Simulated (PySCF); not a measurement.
**Spin states of MgH**

Unrestricted PBE0; Mg 6-31G(d,p), H 6-31G(d,p); no relativity (PySCF 2.14). Outer shells of the fragments: Mg 3s2; H 1s1.

Followed along the bond (rough minima from three points):

```json
{"2Ms+1": "2", "unpaired": "σ ↑", "⟨S²⟩ at the start": "0.75", "R at minimum (Å)": "1.75", "Te (eV)": "0.00"}
{"2Ms+1": "4", "unpaired": "σ ↑↑, π ↑", "⟨S²⟩ at the start": "3.75", "R at minimum (Å)": "none in the scan", "Te (eV)": "≤ 4.44"}
```

Solutions found at the starting distance of 1.675 Å, counted from the lowest of them; the search is not exhaustive and high or unbound solutions are not listed, so other states can lie among these:

```json
{"2Ms+1": "2", "unpaired": "σ ↑", "term": "²Σ⁺", "E (eV)": "0.00", "⟨S²⟩": "0.75", "⟨Lz²⟩": "0.00", "μ (D)": "-1.01"}
{"2Ms+1": "2", "unpaired": "π ↑", "term": "²Π", "E (eV)": "2.30", "⟨S²⟩": "0.78", "⟨Lz²⟩": "1.00", "μ (D)": "-3.20"}
{"2Ms+1": "4", "unpaired": "σ ↑↑, π ↑", "term": "⁴Π", "E (eV)": "4.99", "⟨S²⟩": "3.75", "⟨Lz²⟩": "1.00", "μ (D)": "2.37"}
{"2Ms+1": "2", "unpaired": "σ ↑↑, π ↓", "term": "mixed", "E (eV)": "5.74", "⟨S²⟩": "1.75", "⟨Lz²⟩": "1.01", "μ (D)": "2.64"}
{"2Ms+1": "4", "unpaired": "σ ↑↑↑", "term": "⁴Σ⁺", "E (eV)": "7.43", "⟨S²⟩": "3.75", "⟨Lz²⟩": "0.00", "μ (D)": "0.58"}
{"2Ms+1": "4", "unpaired": "σ ↑, π ↑↑", "term": "⁴Σ⁻", "E (eV)": "7.54", "⟨S²⟩": "3.75", "⟨Lz²⟩": "0.00", "μ (D)": "0.06"}
```

A term symbol is given only where ⟨S²⟩ and ⟨Lz²⟩ are close to those of a pure state; the other rows mix spins, or terms through real π, δ and φ orbitals. A positive dipole means Mg(−)H(+).

The measured ground state is X ²Σ+ (Huber and Herzberg, Constants of Diatomic Molecules (1979)).

Counting both spins, an empty level lies below a filled one in some of these solutions, because spin and occupation are held.
